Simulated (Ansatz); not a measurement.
# Si₃Pb: from a trial structure to a relaxed crystal

Method: DFT PBE, scalar-relativistic, plane waves, PAW (Ansatz). Cutoff 420 eV, Γ-centred k mesh, Gaussian smearing, no spin polarisation in the final step.

This is the end of a relaxation of cell and atoms.

```xyz
4
Lattice="4.3184 0.0000 0.0000 0.0000 4.3184 0.0000 0.0000 0.0000 4.3184" Properties=species:S:1:pos:R:3 pbc="T T T"
Si    0.0000    2.1592    2.1592
Si    2.1592    0.0000    2.1592
Si    2.1592    2.1592    0.0000
Pb    0.0000    0.0000    0.0000
```

Formation energies are uncorrected and refer to the elements' standard structures at the same level.

Question: What space group does it have?

Answer: Pm-3m (No. 221). Conventional cell: a = 4.318 Å. Around Si lie 4 Pb at 3.05 Å and 8 Si at 3.05 Å; Pb has 12 Si at 3.05 Å.

Question: How far does it lie from the elements in energy?

Answer: 0.76 eV/atom.

Question: Is it a metal?

Answer: Yes, bands cross the Fermi level on the 10×10×10 mesh.

The final run used a 10×10×10 mesh on its 4-atom cell and 0.10 eV smearing. For metals, differences of a few meV/atom aren't resolved. Spin–orbit coupling is left out. The cell came from a trial start, so Si₃Pb may not exist in this structure.

Cost: 3 runs of about 0.47 core-minutes in all, on Arm Neoverse V2 (shared hosts).